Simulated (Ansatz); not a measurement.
Total energies of [BMeH3]- (CH6B⁻) from Ansatz at PBE0-D4/def2-TZVPD, gas phase (1 Eh = 27.2114 eV = 2625.5 kJ/mol). The reference geometry is relaxed at PBE-D4/def2-TZVPD.

```tsv
atom	x (Å)	y (Å)	z (Å)
B1	-0.2817	0.3019	-0.7086
C2	0.2852	-0.3057	0.7175
H3	-0.5106	-0.7825	1.3254
H4	0.7404	0.4731	1.3630
H5	1.0663	-1.0796	0.5719
H6	0.6431	0.8306	-1.3615
H7	-1.1588	1.1673	-0.5017
H8	-0.7839	-0.6051	-1.4059
```

```tsv
state	geometry	energy (Eh)
charge -1 singlet	reference	-66.50565
charge 0 doublet	reference	-66.35511
charge 0 doublet	relaxed at PBE-D4/def2-TZVPD	-66.39184
```

Work out the vertical ionisation energy to the doublet.

E(charge 0 doublet) − E(charge -1 singlet) = -66.35511 − (-66.50565) = 0.15054 Eh = 4.10 eV. For comparison, −ε of the highest occupied level is 1.78 eV at this level, 2.32 eV less.

How much does the charge 0 doublet relax, and what is the adiabatic ionisation energy?

Relaxation: -66.35511 − (-66.39184) = 0.03673 Eh = 1.00 eV. Adiabatic ionisation energy: 0.11381 Eh = 3.10 eV, without zero-point energy.
